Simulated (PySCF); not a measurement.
Species: C2HF3O.
SMILES: `F[C@@H]1OC1(F)F`

The calculation used EOM-IP-CCSD/aug-cc-pVDZ in PySCF, restricted Hartree–Fock reference, 6 core orbitals frozen, non-relativistic, gas phase, PBE0-D3(BJ)/def2-SVP geometry.

Hartree–Fock orbital energies give these Koopmans values (eV): HOMO 13.52, HOMO-1 15.12, HOMO-2 16.50, HOMO-3 18.35, HOMO-4 18.40, HOMO-5 19.23, HOMO-6 19.67, HOMO-7 20.19.

**Question.** What vertical ionisation energies does EOM-IP-CCSD give?

**Answer.** 
```json
{"leading hole (HF orbital)": "HOMO", "Koopmans (eV)": "13.52", "EOM-IP-CCSD (eV)": "12.25", "change (eV)": "-1.27", "one-hole share": "0.96"}
{"leading hole (HF orbital)": "HOMO-1", "Koopmans (eV)": "15.12", "EOM-IP-CCSD (eV)": "13.08", "change (eV)": "-2.04", "one-hole share": "0.95"}
{"leading hole (HF orbital)": "HOMO-2", "Koopmans (eV)": "16.50", "EOM-IP-CCSD (eV)": "14.70", "change (eV)": "-1.80", "one-hole share": "0.95"}
{"leading hole (HF orbital)": "HOMO-4", "Koopmans (eV)": "18.40", "EOM-IP-CCSD (eV)": "15.80", "change (eV)": "-2.60", "one-hole share": "0.95"}
{"leading hole (HF orbital)": "HOMO-3", "Koopmans (eV)": "18.35", "EOM-IP-CCSD (eV)": "16.04", "change (eV)": "-2.31", "one-hole share": "0.95"}
{"leading hole (HF orbital)": "HOMO-5", "Koopmans (eV)": "19.23", "EOM-IP-CCSD (eV)": "16.53", "change (eV)": "-2.70", "one-hole share": "0.95"}
{"leading hole (HF orbital)": "HOMO-6", "Koopmans (eV)": "19.67", "EOM-IP-CCSD (eV)": "17.06", "change (eV)": "-2.61", "one-hole share": "0.95"}
{"leading hole (HF orbital)": "HOMO-7", "Koopmans (eV)": "20.19", "EOM-IP-CCSD (eV)": "17.75", "change (eV)": "-2.44", "one-hole share": "0.94"}
```

**Question.** Does the order of the lines follow the orbital energies?

**Answer.** No: the HOMO-4 hole (15.80 eV) falls below the HOMO-3 hole (16.04 eV). The corrections run from -2.70 to -1.27 eV, with a mean of -2.22 eV over the 8 lines; no line lies above its Koopmans value. Koopmans values leave out both the relaxation of the orbitals and the change in correlation energy.

**Question.** At what kinetic energies would He II light (40.81 eV) eject these electrons?

**Answer.** 28.56 eV (HOMO), 27.73 eV (HOMO-1), 26.11 eV (HOMO-2), 25.01 eV (HOMO-4), 24.77 eV (HOMO-3), 24.28 eV (HOMO-5), 23.75 eV (HOMO-6), 23.06 eV (HOMO-7).

One root was sought for each valence orbital with −ε under 21 eV, eight at most, so deeper holes and satellites are missing; no vibrational structure.
